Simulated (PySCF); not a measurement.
PySCF input (PBE/cc-pVTZ):

```python
import numpy as np, basis_set_exchange as bse
from pyscf import gto, scf, dft, df

basis = {'C': gto.basis.parse(bse.get_basis('cc-pVTZ', elements=['C'], fmt='nwchem')), 'H': gto.basis.parse(bse.get_basis('cc-pVTZ', elements=['H'], fmt='nwchem')), 'N': gto.basis.parse(bse.get_basis('cc-pVTZ', elements=['N'], fmt='nwchem'))}
mol = gto.M(
    atom='''
    C    -0.02656740   -0.39643901    0.74037214
    N    -0.04025319    0.87186173    0.00009760
    C    -0.04739019   -0.39723479   -0.73890413
    H     0.88684478    1.28341918   -0.01317394
    H    -0.93332050   -0.60983971    1.29271705
    H    -0.96932769   -0.61121579   -1.26527787
    H     0.88822522   -0.70100522    1.23593203
    H     0.85309603   -0.70234775   -1.25968851
    ''',
    basis=basis,
    charge=0,
    verbose=4,
    max_memory=8640,
)
mf = dft.RKS(mol, xc='pbe')
mf.grids.level = 3
mf = mf.density_fit(auxbasis=df.autoaux(mol))
mf.conv_tol = 1e-9
mf.max_cycle = 100
print('smallest overlap eigenvalue', np.linalg.eigvalsh(mol.intor('int1e_ovlp'))[0])
mf.kernel()
dip = mf.dip_moment()
```

Output:

```
PySCF version 2.14.0

[INPUT] verbose = 4
[INPUT] num. atoms = 8
[INPUT] num. electrons = 24
[INPUT] charge = 0
[INPUT] spin (= nelec alpha-beta = 2S) = 0
[INPUT] symmetry False subgroup None
[INPUT] Mole.unit = angstrom
[INPUT] Symbol           X                Y                Z      unit          X                Y                Z       unit  Magmom
[INPUT]  1 C     -0.026567400000  -0.396439010000   0.740372140000 AA   -0.050205109842  -0.749161153994   1.399100574858 Bohr   0.0
[INPUT]  2 N     -0.040253190000   0.871861730000   0.000097600000 AA   -0.076067504740   1.647579888189   0.000184437270 Bohr   0.0
[INPUT]  3 C     -0.047390190000  -0.397234790000  -0.738904130000 AA   -0.089554480091  -0.750664960249  -1.396326438010 Bohr   0.0
[INPUT]  4 H      0.886844780000   1.283419180000  -0.013173940000 AA    1.675893749200   2.425310753214  -0.024895138581 Bohr   0.0
[INPUT]  5 H     -0.933320500000  -0.609839710000   1.292717050000 AA   -1.763720131442  -1.152430031784   2.442881181056 Bohr   0.0
[INPUT]  6 H     -0.969327690000  -0.611215790000  -1.265277870000 AA   -1.831763859057  -1.155030446110  -2.391028645773 Bohr   0.0
[INPUT]  7 H      0.888225220000  -0.701005220000   1.235932030000 AA    1.678502402732  -1.324707877690   2.335573045278 Bohr   0.0
[INPUT]  8 H      0.853096030000  -0.702347750000  -1.259688510000 AA    1.612117854654  -1.327244891704  -2.380466286161 Bohr   0.0

nuclear repulsion = 76.2778222046106
number of shells = 27
number of NR pGTOs = 206
number of NR cGTOs = 160
basis = {'C': [[0, [8236.0, 0.000531, 0.0, -0.000113, 0.0], [1235.0, 0.004108, 0.0, -0.000878, 0.0], [280.8, 0.021087, 0.0, -0.00454, 0.0], [79.27, 0.081853, 0.0, -0.018133, 0.0], [25.59, 0.234817, 0.0, -0.05576, 0.0], [8.997, 0.434401, 0.0, -0.126895, 0.0], [3.319, 0.346129, 0.0, -0.170352, 0.0], [0.9059, 0.039378, 1.0, 0.140382, 0.0], [0.3643, -0.008983, 0.0, 0.598684, 0.0], [0.1285, 0.002385, 0.0, 0.395389, 1.0]], [1, [18.71, 0.0, 0.014031, 0.0], [4.133, 0.0, 0.086866, 0.0], [1.2, 0.0, 0.290216, 0.0], [0.3827, 1.0, 0.501008, 0.0], [0.1209, 0.0, 0.343406, 1.0]], [2, [1.097, 1.0, 0.0], [0.318, 0.0, 1.0]], [3, [0.761, 1.0]]], 'H': [[0, [33.87, 0.0, 0.006068, 0.0], [5.095, 0.0, 0.045308, 0.0], [1.159, 0.0, 0.202822, 0.0], [0.3258, 1.0, 0.503903, 0.0], [0.1027, 0.0, 0.383421, 1.0]], [1, [1.407, 1.0, 0.0], [0.388, 0.0, 1.0]], [2, [1.057, 1.0]]], 'N': [[0, [11420.0, 0.000523, 0.0, -0.000115, 0.0], [1712.0, 0.004045, 0.0, -0.000895, 0.0], [389.3, 0.020775, 0.0, -0.004624, 0.0], [110.0, 0.080727, 0.0, -0.018528, 0.0], [35.57, 0.233074, 0.0, -0.057339, 0.0], [12.54, 0.433501, 0.0, -0.132076, 0.0], [4.644, 0.347472, 0.0, -0.17251, 0.0], [1.293, 0.041262, 1.0, 0.151814, 0.0], [0.5118, -0.008508, 0.0, 0.599944, 0.0], [0.1787, 0.002384, 0.0, 0.387462, 1.0]], [1, [26.63, 0.0, 0.01467, 0.0], [5.948, 0.0, 0.091764, 0.0], [1.742, 0.0, 0.298683, 0.0], [0.555, 1.0, 0.498487, 0.0], [0.1725, 0.0, 0.337023, 1.0]], [2, [1.654, 1.0, 0.0], [0.469, 0.0, 1.0]], [3, [1.093, 1.0]]]}
ecp = {}
ETB for N: l = 0, exps = 0.345 * 1.8^n , n = 0..13
ETB for N: l = 1, exps = 0.345 * 1.8^n , n = 0..10
ETB for N: l = 2, exps = 0.345 * 1.8^n , n = 0..9
ETB for N: l = 3, exps = 0.6415 * 2.2^n , n = 0..4
ETB for N: l = 4, exps = 0.938 * 2.2^n , n = 0..2
ETB for C: l = 0, exps = 0.2418 * 1.8^n , n = 0..13
ETB for C: l = 1, exps = 0.2418 * 1.8^n , n = 0..10
ETB for C: l = 2, exps = 0.2418 * 1.8^n , n = 0..9
ETB for C: l = 3, exps = 0.4389 * 2.2^n , n = 0..4
ETB for C: l = 4, exps = 0.636 * 2.2^n , n = 0..2
ETB for H: l = 0, exps = 0.2054 * 1.8^n , n = 0..10
ETB for H: l = 1, exps = 0.4907 * 2^n , n = 0..3
ETB for H: l = 2, exps = 0.776 * 2.2^n , n = 0..2
ETB for H: l = 3, exps = 1.4449999999999998 * 2.2^n , n = 0..1
smallest overlap eigenvalue 0.0006329219595542437

******** <class 'pyscf.df.df_jk.DFRKS'> ********
method = DFRKS
initial guess = minao
damping factor = 0
level_shift factor = 0
DIIS = <class 'pyscf.scf.diis.CDIIS'>
diis_start_cycle = 1
diis_space = 8
diis_damp = 0
SCF conv_tol = 1e-09
SCF conv_tol_grad = None
SCF max_cycles = 100
direct_scf = False
XC library pyscf.dft.libxc version 7.1.2
    S. Lehtola, C. Steigemann, M. J. T. Oliveira, and M. A. L. Marques,  SoftwareX 7, 1–5 (2018)
XC functionals = pbe
    J. P. Perdew, K. Burke, and M. Ernzerhof,  Phys. Rev. Lett. 77, 3865 (1996)
    J. P. Perdew, K. Burke, and M. Ernzerhof,  Phys. Rev. Lett. 78, 1396 (1997)
    J. P. Perdew, K. Burke, and M. Ernzerhof,  Phys. Rev. Lett. 77, 3865 (1996)
    J. P. Perdew, K. Burke, and M. Ernzerhof,  Phys. Rev. Lett. 78, 1396 (1997)
radial grids:
    Treutler-Ahlrichs [JCP 102, 346 (1995); DOI:10.1063/1.469408] (M4) radial grids

becke partition: Becke, JCP 88, 2547 (1988); DOI:10.1063/1.454033
pruning grids: <function nwchem_prune>
grids dens level: 3
symmetrized grids: False
atomic radii adjust function: <function treutler_atomic_radii_adjust>
small_rho_cutoff = 0
Set gradient conv threshold to 3.16228e-05
Initial guess from minao.
tot grids = 91184
init E= -133.990564176878
  HOMO = -0.299765608411024  LUMO = -0.00584718038862952  gap/eV = 7.99793
cycle= 1 E= -133.756931140386  delta_E= 0.234  |g|= 0.377  |ddm|= 5.86
  HOMO = -0.122726640671031  LUMO = 0.0353834292588502  gap/eV = 4.30239
cycle= 2 E= -133.704710009322  delta_E= 0.0522  |g|= 0.614  |ddm|= 1.78
  HOMO = -0.20896860714365  LUMO = 0.0167156554195937  gap/eV = 6.14118
cycle= 3 E= -133.794827179383  delta_E= -0.0901  |g|= 0.0807  |ddm|= 1.02
  HOMO = -0.205872324916234  LUMO = 0.0165747814784041  gap/eV = 6.05309
cycle= 4 E= -133.795713448141  delta_E= -0.000886  |g|= 0.0473  |ddm|= 0.151
  HOMO = -0.208895980373638  LUMO = 0.0164570887768161  gap/eV = 6.13217
cycle= 5 E= -133.796179147275  delta_E= -0.000466  |g|= 0.00692  |ddm|= 0.0617
  HOMO = -0.20899653462682  LUMO = 0.0161704492754104  gap/eV = 6.12711
cycle= 6 E= -133.796189272359  delta_E= -1.01e-05  |g|= 0.000499  |ddm|= 0.00816
  HOMO = -0.208964772069006  LUMO = 0.0162148860661802  gap/eV = 6.12745
cycle= 7 E= -133.796189332369  delta_E= -6e-08  |g|= 0.000165  |ddm|= 0.0012
  HOMO = -0.208969224251483  LUMO = 0.0162021462232129  gap/eV = 6.12723
cycle= 8 E= -133.796189339592  delta_E= -7.22e-09  |g|= 2.28e-05  |ddm|= 0.00034
  HOMO = -0.208969927081325  LUMO = 0.016202906229303  gap/eV = 6.12726
cycle= 9 E= -133.796189339716  delta_E= -1.23e-10  |g|= 3.23e-06  |ddm|= 4.34e-05
  HOMO = -0.208970209541656  LUMO = 0.0162026338421395  gap/eV = 6.12727
Extra cycle  E= -133.796189339717  delta_E= -1.25e-12  |g|= 2.05e-06  |ddm|= 8.89e-06
converged SCF energy = -133.796189339717
Dipole moment(X, Y, Z, Debye):  1.25070, -0.94152, -0.01710
```
